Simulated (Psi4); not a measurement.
## Predicting a hybrid from its neighbours: CCl3F

CCl3F: 5 atoms, total charge 0, spin state singlet. As SMILES, `FC(Cl)(Cl)Cl`. Geometry: relaxed at PBE0-D4/def2-TZVP.

The HOMO–LUMO gap y, in eV, basis 6-31G(d); a is the functional's share of exact exchange. Programs: Psi4 1.11.

```
functional  program     a  y (eV)
      BLYP     Psi4     0    5.36
    r2SCAN     Psi4     0    5.89
     TPSSh     Psi4   0.1    6.63
     B3LYP     Psi4   0.2       ?
      PBE0     Psi4  0.25    7.93
     BHLYP     Psi4   0.5   10.44
```

**Question.** Fit y = c + s·a to the known rows and predict B3LYP.

**Answer.** 
1. Means of the 5 rows: a = 0.1700, y = 7.250.
2. Σ(Δa)² = 0.178, Σ(Δa·Δy) = 1.703, so the slope is 1.703/0.178 = 9.5674.
3. Intercept: 7.250 − (9.5674) × 0.1700 = 5.624. The largest residual of the fit is 0.27.
4. B3LYP: 5.624 + (9.5674) × 0.2 = 7.54 eV.

The run gave 7.39 eV, so the prediction is off by +0.15 eV, within the scatter of the fit. Exact exchange lowers occupied levels and raises empty ones. The rows mix families of semi-local functionals, which the line can't see.
